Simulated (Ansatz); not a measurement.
hcp Sc was calculated with rVV10 (Ansatz, a first-principles code, plane waves, PAW).

Settings: plane-wave cutoff 520 eV, 18×18×10 k mesh (along the axes of the cell as run), Fermi–Dirac smearing 0.05 eV, scalar-relativistic PAW data made under PBE.

Properties against volume:

Shape and atoms are relaxed at each volume.

```tsv
V (Å³/atom)	P (GPa)	c (Å)	a (Å)
23.336	2.50	5.066	3.262
23.822	1.19	5.104	3.283
24.308	0.00	5.141	3.305
24.794	-1.10	5.177	3.326
25.281	-2.10	5.213	3.347
```

Note: the bulk modulus comes from volumes at which shape and atoms were relaxed.
